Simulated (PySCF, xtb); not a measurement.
# Two isomers of B2H4Si

We compare I, `BB=[SiH2]`, a singlet, with II, `B[Si]B`, a singlet. Both are isolated molecules in the gas phase, relaxed with PBE0-D4/def2-SVP; the shapes shown needn't be the lowest conformers.

I (Å):

```xyz
7

B    -0.2768   -0.0472    2.3775
B    -0.5179   -0.3590    3.9221
Si    0.0026    0.3145    0.5833
H    -0.0536    0.3537    4.7856
H    -1.1716   -1.3166    4.2753
H     0.7988    1.4797    0.1169
H    -0.5525   -0.5392   -0.4995
```

II (Å):

```xyz
7

B    -0.9281   -0.5498    3.8934
B     0.4117    0.5405    0.5684
Si   -0.2636   -0.0120    2.2263
H    -2.0300   -0.1886    4.2306
H    -0.2424   -1.2507    4.5985
H    -0.2693    1.2440   -0.1385
H     1.5153    0.1795    0.2365
```

Estimate which is lower in electronic energy at CCSD(T)/def2-TZVP, and by roughly how much.

CCSD(T)/def2-TZVP gives E(II) − E(I) = −1.80 kcal/mol, slightly favouring structure II, which is too small a margin to settle the true order.

How the difference moves with the method:

| level | geometry | E(II) − E(I) (kcal/mol) | departure from the last row (kcal/mol) | job, with rough time for the two |
| --- | --- | --- | --- | --- |
| GFN2-xTB | GFN2-xTB | −17.49 | −15.68 | optimisation, 0.17 s |
| HF/STO-3G | GFN2-xTB | −16.18 | −14.37 | single point, 1.4 s |
| r2SCAN-D4/def2-SVP | GFN2-xTB | −5.11 | −3.31 | single point, 9.3 s |
| PBE0-D4/def2-SVP | PBE0-D4/def2-SVP | −4.11 | −2.31 | optimisation, 46 s |
| HF/def2-TZVP | PBE0-D4/def2-SVP | +3.89 | +5.69 | part of the CCSD(T) run |
| MP2/def2-TZVP | PBE0-D4/def2-SVP | −2.48 | −0.67 | part of the CCSD(T) run |
| CCSD(T)/def2-TZVP | PBE0-D4/def2-SVP | −1.80 |  | single point, 68 s |

As drawn, II has 2 B–Si, 2 B–H in place of 1 B–B, 1 B=Si, 2 Si–H.

HF/def2-TZVP puts the two in the other order. The largest departure from CCSD(T)/def2-TZVP is that of GFN2-xTB, 15.68 kcal/mol.

With thermal terms from frequencies at re-optimised GFN2-xTB minima (ideal gas, soft modes damped towards free rotors, one conformer each, 298.15 K, 1 atm): the zero-point term adds +1.91 kcal/mol; ΔH is −0.11 and ΔG +0.74 kcal/mol.

The T1 diagnostic of structures I and II is large, so the coupled-cluster value is less sure. The correlated steps freeze 7 core orbitals. Run with PySCF 2.14.0, xtb 6.7.1; the last row on 2 threads of Arm Neoverse V1 on a shared host.
